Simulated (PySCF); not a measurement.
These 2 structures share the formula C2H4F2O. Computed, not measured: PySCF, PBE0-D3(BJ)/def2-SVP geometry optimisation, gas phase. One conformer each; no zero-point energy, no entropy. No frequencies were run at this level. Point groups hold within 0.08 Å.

**Question.** Rank from lowest to highest electronic energy at this level (kcal/mol).
A. `[CH3:1][O:2][CH:3]([F:4])[F:5]` with C1–O2–C3–F4 69°
B. `[OH:1][CH2:2][CH:3]([F:4])[F:5]` with H–O1–C2–C3 -51°, O1–C2–C3–F4 -63°

**Answer.** A (0.0), B (3.0).

As drawn, the higher has an O–H bond, which the lower lacks.

```csv
SMILES,E (Eh),E rel (kcal/mol),dipole (D),point group,"A, B, C (MHz)"
COC(F)F,-352.89651,0.0,2.76,C1,"9500, 4120, 3104"
OCC(F)F,-352.89167,3.0,2.13,–,"7392, 4344, 3544"
```

**Question.** How do the relative energies change in single points at CAM-B3LYP/pcSseg-2 (no added dispersion term) on the same geometries?

**Answer.** 
```tsv
SMILES	PBE0-D3(BJ)/def2-SVP (kcal/mol)	CAM-B3LYP/pcSseg-2 (kcal/mol)	shift
COC(F)F	0.0	0.0	0.0
OCC(F)F	3.0	1.3	-1.7
```

Each column counts from its own lowest isomer. The order is unchanged; the largest shift is 1.7 kcal/mol.
